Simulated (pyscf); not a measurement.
8 silicon, germanium or tin steps of one kind (substitution at O, radical): barrier in kcal/mol, from the separated reactants or the lowest minimum found. Optimised with ωB97X-D3(BJ)/def2-SVP in PySCF. Functionals in def2-TZVP; the last column is ωB97M-D3(BJ)/def2-TZVP. Rows were drawn at random from the steps of this kind and element class whose saddle was verified and whose references are stable.

```tsv
step	PBE	M06-2X	PBE0-D3(BJ)	ωB97M-D3(BJ)
HO–Ge(F)(F)–F + H• -> F–Ge•(F)–F + H₂O	5.7	19.7	13.4	17.2
Cl–SiH•–Cl + H₂O → HO–SiH(Cl)–Cl + H•	12.7	20.2	17.3	19.7
F–Si•(F)–F + H₂O -> HO–Si(F)(F)–F + H•	8.6	14.9	12.6	14.3
O=Sn(OH)–OH + H• → [O=Sn–OH]• + H₂O	-1.3	9.2	4.1	8.1
HO–GeH₂–F + H• → F–GeH₂• + H₂O	8.5	20.0	15.0	18.5
F–SiH•–F + H₂O -> HO–SiH(F)–F + H•	9.2	15.2	13.2	15.3
HO–GeH₃ + H• → GeH₃• + H₂O	5.2	15.1	10.8	14.2
HO–SnH₃ + H• → SnH₃• + H₂O	0.4	9.5	5.0	8.3
```

Differences from the last column (kcal/mol): PBE: mean -8.3, median -8.5, mean size 8.3, lower in 8 of 8; M06-2X: mean +1.0, median +1.0, mean size 1.0, lower in 1 of 8; PBE0-D3(BJ): mean -3.0, median -3.4, mean size 3.0, lower in 8 of 8. PBE is closest for row 3 (5.8 kcal/mol apart) and farthest for row 1 (11.4 kcal/mol). PBE, r²SCAN and M06-2X carry no added dispersion term. The last column is a level with limits of its own. Each barrier is that of the saddle found. Elements up to Kr have no core potential and no relativistic terms here. Elements past Kr carry the def2 core potentials, without spin-orbit coupling.
